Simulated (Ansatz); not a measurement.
# BClH2O: the cost of one run

Program: Ansatz 0.2.0. Level of theory: RKS PBE0-D4/STO-3G. These are calculated values, not measurements.

**1. Starting point**

Bond lengths: B1–Cl2 1.860 Å, B1–O3 1.410 Å, O3–H4 1.010 Å, B1–H5 1.190 Å. Angles: Cl2–B1–O3 120.0°, Cl2–B1–H5 120.0°, O3–B1–H5 120.0°, B1–O3–H4 109.5°.

Structure file:

```xyz
5

B     0.0000    0.0000    0.0000
Cl    0.0000    0.0000    1.8600
O     1.2211    0.0000   -0.7050
H     1.5209   -0.9519   -0.8599
H    -1.0305    0.0000   -0.5950
```

**2. Relaxing the start**

input.yaml reads:

```yaml
crystal:
  periodic: [false, false, false]
  atoms:
    - { symbol: B, position_ang: [0.0, 0.0, 0.0] }
    - { symbol: Cl, position_ang: [0.0, 0.0, 1.86] }
    - { symbol: O, position_ang: [1.2211, 0.0, -0.705] }
    - { symbol: H, position_ang: [1.5209, -0.9519, -0.8599] }
    - { symbol: H, position_ang: [-1.0305, 0.0, -0.595] }
basis:
  gaussian: { orbitals: STO-3G }
hamiltonian:
  xc: pbe0
  dispersion: d4
relax:
  f_tol: 0.02
  max_steps: 40
output:
  orbitals: {}
```

Run with:

```console
$ ansatz run input.yaml --threads 1 --pin off --max-ram 2048MiB --backend cpu --events-out ev --progress --plain --runs-dir out
```

What time and memory should one allow on 1 thread of Arm Neoverse V1, shared host?

About 9.8 s, with a peak of 0.11 GiB.
